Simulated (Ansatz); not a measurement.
Cost and result for the atomization energy of `NCSCF` (11 atoms, 10 bonds).

Cartesian coordinates in Å:
```
N -1.847 0.773 0.631
C -0.813 0.235 -0.213
S 0.152 -0.947 0.784
C 1.689 -0.906 -0.108
F 2.412 0.253 0.106
H -1.466 1.414 1.314
H -2.550 1.256 0.087
H -1.280 -0.298 -1.044
H -0.103 0.966 -0.618
H 1.523 -0.993 -1.184
H 2.282 -1.753 0.245
```

Total charge 0; spin multiplicity 1. Geometry: relaxed with PBE0-D4/def2-TZVP. It is one conformer, not always the lowest. Program: Ansatz. All runs use 4 threads of an Arm Neoverse V2 on a shared host. Times are those of one run each, without the atoms' runs, and a repeat can differ threefold. Electronic energies, without spin–orbit coupling; frozen cores. CCSD(T)/CBS adds CCSD(T) − MP2 in def2-TZVPP to the MP2 limit, and its time is that of the two runs behind it. T1 = 0.011. B3LYP takes the VWN-RPA correlation (the form of Gaussian; ORCA's B3LYP/G).

CCSD(T)/CBS is a level of theory with its own doubt, some kJ/mol a heavy atom from the limit and from the frozen cores, so smaller differences don't rank the functionals.

| level | functions | wall time | atomization (kcal/mol) | difference from CCSD(T)/CBS | per bond |
| --- | --- | --- | --- | --- | --- |
| PBE-D4/def2-TZVPP (with forces) | 250 | 1.9 s | 969.4 | 28.9 | 2.9 |
| PBE0-D4/def2-TZVPP | 250 | 2.1 s | 946.1 | 5.6 | 0.6 |
| B3LYP-D4/def2-TZVPP (with forces) | 250 | 3.1 s | 941.6 | 1.1 | 0.1 |
| r2SCAN-D4/def2-TZVPP (with forces) | 250 | 3.4 s | 941.3 | 0.8 | 0.1 |
| B2PLYP/def2-TZVPP | 250 | 3.9 s | 929.6 | -10.9 | -1.1 |
| ωB97X-V/def2-TZVPP | 250 | 5.5 s | 945.4 | 4.9 | 0.5 |
| ωB97M-V/def2-TZVPP (with forces) | 250 | 8 s | 946.1 | 5.6 | 0.6 |
| MP2/def2-QZVPP | 478 | 15 s | 944.8 | 4.3 | 0.4 |
| CCSD(T)/def2-TZVPP | 250 | 120 s | 911.9 | -28.6 | -2.9 |
| CCSD(T)/CBS(def2) | – | 2.2 min | 940.5 | 0.0 | 0.0 |

The D4 term adds +7.6 kcal/mol with B3LYP and +4.0 kcal/mol with PBE0; it sums over pairs of atoms, weighted by their polarisabilities, and B3LYP, whose exchange is more repulsive, gets the larger term. From PBE to PBE0 (25 % exact exchange), in def2-TZVPP and without D4, the atomization energy moves by −22.6 kcal/mol: exact exchange takes away binding that semilocal exchange gives to molecules. In def2-TZVPP, CCSD(T) changes the Hartree–Fock value by +262.0 kcal/mol (the triples alone add +16.1 kcal/mol) and MP2 by +278.0 kcal/mol; breaking electron pairs costs correlation energy, which Hartree–Fock lacks.
